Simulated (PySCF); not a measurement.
Theory: core-valence-separated Tamm–Dancoff BHandHLYP/aug-pcX-1 (pcseg-1 on H, def2-SVPD on P) in PySCF, non-relativistic, gas phase, PBE0-D3(BJ)/def2-SVP geometry. BHandHLYP without relativity tends to put these K edges a few eV too low, so spacings mean more than positions.

Main lines of an unknown, eV (oscillator strength): C K: 285.0 (0.086), 285.7 (0.029), 285.8 (0.024), 286.0 (0.025), 286.1 (0.011). Listed: the first five lines at most of each edge with a tenth or more of its strongest line's intensity; roots within 0.03 eV on the same or equivalent atoms are summed. Only the lowest roots were sought, and the top ones are left out.

Question: Which candidate gives them?
A. `C=CP(C)C`
B. `CCP1CC1`

Answer: B. 

- `CCP1CC1`: C K: 285.0 (0.086), 285.7 (0.029), 285.8 (0.024), 286.0 (0.025), 286.1 (0.011). First C line listed at 285.0 eV, hole on the sp3 carbon bound to phosphorus.
- `C=CP(C)C`: C K: 282.5 (0.056), 282.6 (0.064), 285.7 (0.035), 285.8 (0.009), 285.9 (0.037). First C line listed at 282.5 eV, hole on the terminal =CH2 carbon (1s→π*).

One conformer each; other structures than these candidates weren't tested.

Conformer computed: `[CH3:1][CH2:2][P:3]1[CH2:4][CH2:5]1`: C1–C2–P3–C4 -94°.
